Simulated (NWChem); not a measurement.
Everything below was run with NWChem. System: acetone (C3H6O), charge 0, spin multiplicity 1, at a geometry optimised with PBE0/def2-SVP. Level: CR-CCSD(T)/6-31G* (spherical d), 4 core orbitals frozen.

Input file:

```
start mol
memory heap 100 mb stack 700 mb global 1900 mb
geometry units angstroms nocenter noautoz
  C     -1.279240    -0.116458    -0.610725
  C      0.000000     0.000000     0.185097
  C      1.279240     0.116458    -0.610725
  O      0.000000     0.000000     1.392075
  H     -1.242366    -0.994701    -1.274938
  H     -1.411423     0.766179    -1.256886
  H     -2.133020    -0.204660     0.072587
  H      2.133020     0.204660     0.072587
  H      1.411423    -0.766179    -1.256886
  H      1.242366     0.994701    -1.274938
  symmetry group C2
end
basis spherical
  * library 6-31g*
end
scf
  rhf
  nopen 0
  maxiter 100
  thresh 1e-7
  semidirect memsize 60000000 filesize 0
end
tce
  freeze core 4
  cr-ccsd(t)
  2eorb
  2emet 13
  thresh 1e-6
  maxiter 100
  tilesize 24
end
task tce energy
```

Output (cleaned and shortened):

```
             Northwest Computational Chemistry Package (NWChem) 7.3.0
             --------------------------------------------------------

                                NWChem Input Module
                                -------------------

 Scaling coordinates for geometry "geometry" by  1.889725989
 (inverse scale =  0.529177249)

 Turning off AUTOSYM since
 SYMMETRY directive was detected!

                             Geometry "geometry" -> ""
                             -------------------------

 Output coordinates in angstroms (scale by  1.889725989 to convert to a.u.)

  No.       Tag          Charge          X              Y              Z
 ---- ---------------- ---------- -------------- -------------- --------------
    1 C                    6.0000    -1.27924000    -0.11645800    -0.61072500
    2 C                    6.0000     0.00000000     0.00000000     0.18509700
    3 C                    6.0000     1.27924000     0.11645800    -0.61072500
    4 O                    8.0000     0.00000000     0.00000000     1.39207500
    5 H                    1.0000    -1.24236600    -0.99470100    -1.27493800
    6 H                    1.0000    -1.41142300     0.76617900    -1.25688600
    7 H                    1.0000    -2.13302000    -0.20466000     0.07258700
    8 H                    1.0000     2.13302000     0.20466000     0.07258700
    9 H                    1.0000     1.41142300    -0.76617900    -1.25688600
   10 H                    1.0000     1.24236600     0.99470100    -1.27493800

 Effective nuclear repulsion energy (a.u.)     119.4778323663

            Nuclear Dipole moment (a.u.)
            ----------------------------
        X                 Y               Z
 ---------------- ---------------- ----------------
     0.0000000000     0.0000000000     0.0000151178

      Symmetry information
      --------------------

 Group name             C2
 Group number              4
 Group order               2
 No. of unique centers     6

      Symmetry unique atoms

     1    2    4    5    6    7


 Summary of "ao basis" -> "" (spherical)
 ------------------------------------------------------------------------------
       Tag                 Description            Shells   Functions and Types
 ---------------- ------------------------------  ------  ---------------------
 *                           6-31g*                   on all atoms

 Summary of "ao basis" -> "ao basis" (spherical)
 ------------------------------------------------------------------------------
       Tag                 Description            Shells   Functions and Types
 ---------------- ------------------------------  ------  ---------------------
 C                           6-31g*                  6       14   3s2p1d
 O                           6-31g*                  6       14   3s2p1d
 H                           6-31g*                  2        2   2s

                                 NWChem SCF Module
                                 -----------------

  ao basis        = "ao basis"
  functions       =    68
  atoms           =    10
  closed shells   =    16
  open shells     =     0
  charge          =   0.00
  wavefunction    = RHF
  use symmetry    = T
  symmetry adapt  = T

 Summary of "ao basis" -> "ao basis" (spherical)
 ------------------------------------------------------------------------------
       Tag                 Description            Shells   Functions and Types
 ---------------- ------------------------------  ------  ---------------------
 C                           6-31g*                  6       14   3s2p1d
 O                           6-31g*                  6       14   3s2p1d
 H                           6-31g*                  2        2   2s

      Symmetry analysis of basis
      --------------------------

        a          36
        b          32

 Forming initial guess at       0.1s

      Superposition of Atomic Density Guess
      -------------------------------------

 Sum of atomic energies:        -190.72450991

      Non-variational initial energy
      ------------------------------

 Total energy =    -192.960652
 1-e energy   =    -494.134166
 2-e energy   =     181.695682
 HOMO         =      -0.320921
 LUMO         =       0.005879

      Symmetry analysis of molecular orbitals - initial
      -------------------------------------------------

  Numbering of irreducible representations:

     1 a           2 b

  Orbital symmetries:

     1 a           2 a           3 b           4 a           5 a
     6 a           7 b           8 a           9 b          10 b
    11 a          12 a          13 b          14 a          15 b
    16 b          17 b          18 a          19 a          20 b
    21 b          22 a          23 b          24 a          25 b
    26 a

 Starting SCF solution at       0.5s

 ----------------------------------------------
         Quadratically convergent ROHF

 Convergence threshold     :          1.000E-07
 Maximum no. of iterations :          100
 Final Fock-matrix accuracy:          1.000E-09
 ----------------------------------------------

              iter       energy          gnorm     gmax       time
             ----- ------------------- --------- --------- --------
                 1     -191.8558985641  1.26D+00  3.91D-01      0.6
                 2     -191.9445501587  3.97D-01  9.50D-02      0.6
                 3     -191.9596017824  3.87D-02  1.34D-02      0.7
                 4     -191.9598650414  8.15D-04  2.37D-04      0.8
                 5     -191.9598651079  3.40D-07  1.73D-07      1.0
                 6     -191.9598651079  6.20D-09  1.78D-09      1.0
[...]
     6 a           7 b           8 a           9 b          10 a
    11 b          12 a          13 a          14 b          15 b
    16 b          17 b          18 a          19 a          20 b
    21 b          22 a          23 b          24 a          25 b
    26 a

             Final eigenvalues
             -----------------

              1
    1  -20.5503
    2  -11.3319
    3  -11.2332
    4  -11.2331
    5   -1.3873
    6   -1.0397
    7   -0.9640
    8   -0.7384
    9   -0.6440
   10   -0.6332
   11   -0.6206
   12   -0.5596
   13   -0.5567
   14   -0.5334
   15   -0.4845
   16   -0.4096
   17    0.1618
   18    0.2220
   19    0.2803
   20    0.2924
   21    0.3143
   22    0.3208
   23    0.3320
   24    0.3684
   25    0.4670
   26    0.4932

                       ROHF Final Molecular Orbital Analysis
                       -------------------------------------

 Vector   14  Occ=2.000000D+00  E=-5.334376D-01  Symmetry=b
              MO Center= -1.1D-15, -1.3D-16, -2.6D-01, r^2= 3.7D+00
   Bfn.  Coefficient  Atom+Function         Bfn.  Coefficient  Atom+Function
  ----- ------------  ---------------      ----- ------------  ---------------
     3      0.249975   1 C  px               31      0.249975   3 C  px
    61     -0.206444   7 H  s                63      0.206444   8 H  s
     5     -0.178668   1 C  pz               33      0.178668   3 C  pz
    17     -0.166552   2 C  px               45     -0.166068   4 O  px
     7      0.152818   1 C  px               35      0.152818   3 C  px

 Vector   15  Occ=2.000000D+00  E=-4.844810D-01  Symmetry=b
              MO Center=  7.1D-15,  7.0D-16,  6.0D-01, r^2= 2.3D+00
   Bfn.  Coefficient  Atom+Function         Bfn.  Coefficient  Atom+Function
  ----- ------------  ---------------      ----- ------------  ---------------
    46      0.464214   4 O  py               50      0.345136   4 O  py
    18      0.246600   2 C  py               22      0.175068   2 C  py

 Vector   16  Occ=2.000000D+00  E=-4.096448D-01  Symmetry=b
              MO Center=  8.4D-16,  2.2D-16,  6.3D-01, r^2= 2.1D+00
   Bfn.  Coefficient  Atom+Function         Bfn.  Coefficient  Atom+Function
  ----- ------------  ---------------      ----- ------------  ---------------
    45      0.522654   4 O  px               49      0.412807   4 O  px
    17     -0.215452   2 C  px                3      0.196785   1 C  px
    31      0.196785   3 C  px                6      0.186390   1 C  s
    34     -0.186390   3 C  s

 Vector   17  Occ=0.000000D+00  E= 1.618433D-01  Symmetry=b
              MO Center=  1.1D-14, -5.4D-16,  1.2D-01, r^2= 2.7D+00
   Bfn.  Coefficient  Atom+Function         Bfn.  Coefficient  Atom+Function
  ----- ------------  ---------------      ----- ------------  ---------------
    22      0.550947   2 C  py               50     -0.460013   4 O  py
    18      0.417105   2 C  py               60     -0.412270   6 H  s
    66      0.412270   9 H  s                58      0.408114   5 H  s
    68     -0.408114  10 H  s                46     -0.349908   4 O  py
     8      0.236438   1 C  py               36      0.236438   3 C  py

 Vector   18  Occ=0.000000D+00  E= 2.220004D-01  Symmetry=a
              MO Center=  1.2D-16,  2.4D-16, -1.1D+00, r^2= 5.4D+00
   Bfn.  Coefficient  Atom+Function         Bfn.  Coefficient  Atom+Function
  ----- ------------  ---------------      ----- ------------  ---------------
     6      1.596678   1 C  s                34      1.596678   3 C  s
    58     -0.908266   5 H  s                60     -0.912424   6 H  s
    66     -0.912424   9 H  s                68     -0.908266  10 H  s
    62     -0.532122   7 H  s                64     -0.532122   8 H  s
     9     -0.377206   1 C  pz               37     -0.377206   3 C  pz

 Vector   19  Occ=0.000000D+00  E= 2.802746D-01  Symmetry=a
              MO Center= -4.4D-16,  3.6D-17, -1.5D-01, r^2= 6.2D+00
   Bfn.  Coefficient  Atom+Function         Bfn.  Coefficient  Atom+Function
  ----- ------------  ---------------      ----- ------------  ---------------
    62      1.398592   7 H  s                64      1.398592   8 H  s
     9     -0.770450   1 C  pz               37     -0.770450   3 C  pz
     7      0.620754   1 C  px               35     -0.620754   3 C  px
    60     -0.433813   6 H  s                66     -0.433813   9 H  s
    58     -0.413278   5 H  s                68     -0.413278  10 H  s

 center of mass
 --------------
 x =   0.00000000 y =   0.00000000 z =   0.15865237

 moments of inertia (a.u.)
 ------------------
         178.583658054557         -17.021697132598           0.000000000000
         -17.021697132598         364.224229102765           0.000000000000
           0.000000000000           0.000000000000         211.263088931227

  Mulliken analysis of the total density
  --------------------------------------

    Atom       Charge   Shell Charges
 -----------   ------   -------------------------------------------------------
    1 C    6     6.59   2.00  0.65  2.07  0.71  1.12  0.04
    2 C    6     5.45   2.00  0.69  1.85  0.38  0.42  0.11
    3 C    6     6.59   2.00  0.65  2.07  0.71  1.12  0.04
    4 O    8     8.53   2.00  0.91  2.83  0.97  1.79  0.03
    5 H    1     0.81   0.52  0.30
    6 H    1     0.81   0.51  0.30
    7 H    1     0.79   0.51  0.27
    8 H    1     0.79   0.51  0.27
    9 H    1     0.81   0.51  0.30
   10 H    1     0.81   0.52  0.30

       Multipole analysis of the density wrt the origin
       ------------------------------------------------

     L   x y z        total         open         nuclear
     -   - - -        -----         ----         -------
     0   0 0 0     -0.000000      0.000000     32.000000

     1   1 0 0     -0.000000      0.000000      0.000000
     1   0 1 0      0.000000      0.000000      0.000000
     1   0 0 1     -1.258890      0.000000      0.000015

     2   2 0 0    -17.667459      0.000000    127.873330
     2   1 1 0      0.029660      0.000000     10.604563
     2   1 0 1      0.000000      0.000000     -0.000000
     2   0 2 0    -18.024012      0.000000     12.139625
     2   0 1 1     -0.000000      0.000000      0.000000
     2   0 0 2    -21.743027      0.000000     95.009468

                   NWChem Extensible Many-Electron Theory Module
                   ---------------------------------------------


            General Information
            -------------------
      Number of processors :     1
         Wavefunction type : Restricted Hartree-Fock
          No. of electrons :    32
           Alpha electrons :    16
            Beta electrons :    16
           No. of orbitals :   136
            Alpha orbitals :    68
             Beta orbitals :    68
        Alpha frozen cores :     4
         Beta frozen cores :     4
     Alpha frozen virtuals :     0
      Beta frozen virtuals :     0
         Spin multiplicity : singlet
    Number of AO functions :    68
       Number of AO shells :    36
        Use of symmetry is : on
      Symmetry adaption is : on
         Schwarz screening : 0.10D-09

          Correlation Information
          -----------------------
          Calculation type : Coupled-cluster singles & doubles w/ perturbation
   Perturbative correction : Completely renormalized (T)
            Max iterations :      100
        Residual threshold : 0.10D-05
     T(0) DIIS level shift : 0.00D+00
     L(0) DIIS level shift : 0.00D+00
     T(1) DIIS level shift : 0.00D+00
     L(1) DIIS level shift : 0.00D+00
     T(R) DIIS level shift : 0.00D+00
     T(I) DIIS level shift : 0.00D+00
   CC-T/L Amplitude update :  5-th order DIIS
                I/O scheme : Global Array Library
        L-threshold :  0.10D-05
        EOM-threshold :  0.10D-05
 no EOMCCSD initial starts read in
 TCE RESTART OPTIONS
 SLICE:      F
 D4D5:       F
 quantumc:   F
 qrotation:  F
 pwtce:      F
 qducc:      F
 nacto:                         0
 nrotv:                         0
 nrot:                          0

            Memory Information
            ------------------
          Available GA space size is     249032176 doubles
          Available MA space size is     104854428 doubles

 Maximum block size supplied by input
 Maximum block size        24 doubles

 tile_dim =     14

 -------------------------------------------------

 Global array virtual files algorithm will be used

 Parallel file system coherency ......... OK

 4-electron integrals stored in orbital form

 v2    file size   =          1673606
 4-index algorithm nr.  13 is used
 imaxsize =       30
 imaxsize ichop =        0


CCSD iterations
 ---------------------------------------------------------
 Iter          Residuum       Correlation     Cpu    Wall
 ---------------------------------------------------------
    1   0.1889914770095  -0.5555730105716     0.3     0.3
    2   0.0544238215279  -0.5775919497269     0.3     0.3
    3   0.0204764143131  -0.5891360803929     0.4     0.4
    4   0.0091262788975  -0.5913456949049     0.3     0.3
    5   0.0041710953544  -0.5925921639481     0.3     0.3
    6   0.0011536483067  -0.5932092341864     0.3     0.3
    7   0.0005635631769  -0.5932922731505     0.3     0.3
    8   0.0002895086789  -0.5933018174625     0.3     0.3
    9   0.0001711352748  -0.5933004717532     0.3     0.3
   10   0.0000968081990  -0.5933056218609     0.3     0.3
   11   0.0000175394594  -0.5933076067619     0.3     0.3
   12   0.0000064447668  -0.5933097677116     0.3     0.3
   13   0.0000032049873  -0.5933100666488     0.3     0.3
   14   0.0000016100709  -0.5933101737335     0.3     0.3
   15   0.0000008988057  -0.5933101733594     0.3     0.3
 -----------------------------------------------------------------
 Iterations converged
 CCSD correlation energy / hartree =        -0.593310173359436
 CCSD total energy / hartree       =      -192.553175281285689

 Singles contributions

 Doubles contributions
 CR-CCSD(T)

 CR-CCSD[T]  correction energy / hartree =        -0.014300558437708
 CR-CCSD[T] correlation energy / hartree =        -0.607610731797145
 CR-CCSD[T] total energy / hartree       =      -192.567475839723386
 CR-CCSD(T)  correction energy / hartree =        -0.013171200328608
 CR-CCSD(T) correlation energy / hartree =        -0.606481373688044
 CR-CCSD(T) total energy / hartree       =      -192.566346481614289

 Task  times  cpu:       45.6s     wall:       45.6s

 Total times  cpu:       45.6s     wall:       45.6s
```
